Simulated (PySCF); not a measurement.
**Relaxation of doublet H3SS**

These are results of UPBE0 in PySCF with S def2-TZVP, H def2-TZVP; no relativity; density-fitted integrals, not measurements. A (50,194) grid was used.

A hand-made tetrahedral start, of C3v symmetry, held to at least that symmetry:

```xyz
5
charge 0 multiplicity 2, angstrom
S     0.0000    0.7163    0.5065
S     0.0000   -0.8188   -0.5789
H     1.1022    0.7163    1.2858
H    -1.1022    0.7163    1.2858
H     0.0000    1.8185   -0.2730
```

At each step, columns x, y, z (Å) and Fx, Fy, Fz (eV/Å):

```
step 0  E − E(last) = 64.47 kJ/mol
S    0.000   0.716   0.506   0.000   0.402   0.286
S    0.000  -0.819  -0.579   0.000  -0.690  -0.490
H    1.102   0.716   1.286   2.043  -0.584   1.030
H   -1.102   0.716   1.286  -2.043  -0.584   1.030
H    0.000   1.818  -0.273   0.000   1.456  -1.855
step 1  E − E(last) = 12.77 kJ/mol
S    0.000   0.764   0.540   0.000   0.432   0.308
S    0.000  -0.800  -0.566   0.000  -0.237  -0.170
H    1.191   0.665   1.312   0.844  -0.346   0.351
H   -1.191   0.665   1.312  -0.844  -0.346   0.351
H    0.000   1.856  -0.373   0.000   0.497  -0.841
step 2  E − E(last) = 0.06 kJ/mol
S    0.000   0.814   0.576   0.000  -0.009  -0.003
S    0.000  -0.773  -0.546   0.000  -0.069  -0.051
H    1.263   0.615   1.327  -0.009   0.029   0.013
H   -1.263   0.615   1.327   0.009   0.029   0.013
H    0.000   1.877  -0.458   0.000   0.020   0.027
step 3  E − E(last) = 0.01 kJ/mol
S    0.000   0.812   0.574   0.000  -0.030  -0.018
S    0.000  -0.777  -0.549   0.000  -0.002  -0.004
H    1.260   0.618   1.328   0.015   0.006   0.014
H   -1.260   0.618   1.328  -0.015   0.006   0.014
H    0.000   1.878  -0.454   0.000   0.020  -0.007
step 4  E − E(last) = 0.01 kJ/mol
S    0.000   0.811   0.573   0.000  -0.029  -0.018
S    0.000  -0.778  -0.550   0.000   0.010   0.005
H    1.261   0.618   1.329   0.013   0.002   0.010
H   -1.261   0.618   1.329  -0.013   0.002   0.010
H    0.000   1.879  -0.454   0.000   0.014  -0.007
step 5  E − E(last) = 0.00 kJ/mol
S    0.000   0.809   0.572   0.000  -0.015  -0.008
S    0.000  -0.779  -0.551   0.000   0.013   0.007
H    1.261   0.619   1.330   0.004  -0.001   0.002
H   -1.261   0.619   1.330  -0.004  -0.001   0.002
H    0.000   1.880  -0.454   0.000   0.003  -0.003
```

It ends at C3v with S–H 1.484 Å (×3), S–S 1.944 Å; H–S–H 116.5° (×3), H–S–S 101.0° (×3) (after a last refinement on a finer grid). A frequency run shows 2 imaginary modes (one degenerate set), down to 1541i cm⁻¹, so it is a higher-order saddle point. Other isomers or separated fragments may lie lower.

The relaxation took 7 s on 4 threads of a shared Arm Neoverse V1 host, with 92 basis functions and 6 gradients; the process peaked at 0.66 GiB. Launch command: `OMP_NUM_THREADS=4 python axn.py task.json out`.
